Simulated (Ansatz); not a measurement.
Compare A (`NCC=C=O`) with its isomer B (`N=CC1CO1`).

Isolated molecules relaxed with PBE0-D4/def2-TZVP in Ansatz; ΔE leaves out vibrations. CCSD(T)/CBS adds triple-zeta CCSD(T) − MP2 to the extrapolated MP2 energy (def2 sets, frozen cores). DFT in def2-TZVPP. B3LYP here is the variant with VWN-RPA as its local correlation; programs differ in this. Each species was taken in one conformer, which may not be the lowest.

(1) Which is lower in electronic energy at CCSD(T)/CBS, and by how much? (Best estimate.)

(2) Give E(B) − E(A) in kcal/mol with LDA (SPW92), CCSD/def2-TZVPP, B3LYP-D4, BLYP-D4, CCSD(T)/def2-TZVPP, ωB97M-V, PBE-D4. (Estimate.)

(3) Does the order hold for the free energy at 298.15 K (harmonic terms from PBE0-D4)? (Estimate.)

Largest T1 diagnostic: 0.014.

Answers

(1) Ansatz gave: A, by 15.4 kcal/mol.

(2) Ansatz gave: LDA (SPW92) 15.9, CCSD/def2-TZVPP 15.1, B3LYP-D4 18.6, BLYP-D4 19.6, CCSD(T)/def2-TZVPP 15.1, ωB97M-V 16.4, PBE-D4 16.9. None reverses the order clearly.

(3) The calculation gave: Yes: G(B) − G(A) = +16.8 kcal/mol, for one conformer each.

From BLYP to BHLYP (50 % exact exchange), in def2-TZVPP and without D4, E(B) − E(A) moves by −2.1 kcal/mol. In def2-TZVPP, CCSD(T) changes the Hartree–Fock value by −2.9 kcal/mol (the triples alone add +0.1 kcal/mol) and MP2 by −1.4 kcal/mol.
